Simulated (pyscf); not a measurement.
Four-centre exchange: H₃C–Zn–NH₂ (SMILES [CH3][Zn][NH2]) + NH₃ (SMILES N) -> CH₄ (SMILES C) + H₂N–Zn–NH₂ (SMILES [NH2][Zn][NH2])

Gas phase, singlet surface, charge 0. Bonds broken: C1–Zn2, N9–H10. Bonds formed: C1–H10, Zn2–N9. PySCF, gas phase, ωB97X-D3(BJ)/def2-SVP geometries.

Transition state (Å):

```xyz
12

C     -2.3044     0.6925     0.0183
Zn    -0.1923    -0.0395     0.3524
N      0.7113    -1.3295    -0.5689
H     -3.2133     0.8580     0.6221
H     -2.4430    -0.3202    -0.4131
H     -2.3316     1.4065    -0.8229
H      1.7223    -1.4058    -0.5105
H      0.4246    -1.5899    -1.5079
N     -0.3774     1.2387     1.8620
H     -1.4532     1.1393     1.0900
H      0.1287     2.1251     1.8638
H     -0.4411     0.9163     2.8284
```

One imaginary mode, 1570i cm⁻¹; descent along it reached the two sides named, in the forms told below.

```tsv
bond	change	reactant side (Å)	saddle	product side
C1–Zn2	breaks	1.962	2.260	3.2
N9–H10	breaks	1.020	1.328	2.7
C1–H10	forms	3.7	1.440	1.101
Zn2–N9	forms	2.246	1.987	1.816
```

Electronic energies relative to the separated reactants (eV):

```tsv
level	barrier	reaction energy	reverse barrier
ωB97X-D3(BJ)/def2-TZVP	1.20	-0.34	1.55
PBE/def2-TZVP	1.12	-0.31	1.43
r²SCAN/def2-TZVP	1.08	-0.35	1.43
B3LYP-D3(BJ)/def2-TZVP	1.23	-0.35	1.58
PBE0-D3(BJ)/def2-TZVP	1.11	-0.31	1.41
M06-2X/def2-TZVP	1.02	-0.38	1.40
ωB97M-D3(BJ)/def2-TZVP	1.24	-0.32	1.56
HF/def2-TZVP	1.71	-0.42	2.13
```

With ωB97M-D3(BJ)/def2-TZVP energies and thermal terms (ideal gas, 1 atm, RRHO with modes under 100 cm⁻¹ raised to 100, one conformer, R ln 2 for chiral ones without a mode under 150 cm⁻¹), in eV:

| T (K) | ΔH‡ | ΔG‡ | ΔH | ΔG |
|---|---|---|---|---|
| 298 | 1.14 | 1.58 | -0.33 | -0.29 |
| 600 | 1.16 | 2.03 | -0.33 | -0.25 |
| 900 | 1.20 | 2.46 | -0.33 | -0.21 |
| 1200 | 1.24 | 2.87 | -0.33 | -0.17 |

On the reactant side the descent ends in an adduct with a N–Zn contact (not fully relaxed), 0.51 eV under the separated species and 1.71 eV under the saddle at ωB97X-D3(BJ)/def2-TZVP. What is counted as formed (N–Zn) is already present as a longer contact in the reactant adduct; forming that adduct is a step of its own. The same reactants have a lower exit, to H₃C–Zn–NH₂ + NH₃ (barrier +0.20 eV at ωB97M-D3(BJ), against +1.24 eV here). One saddle was located; it need not be the lowest between these sides. Elements up to Kr have no core potential and no relativistic terms here.
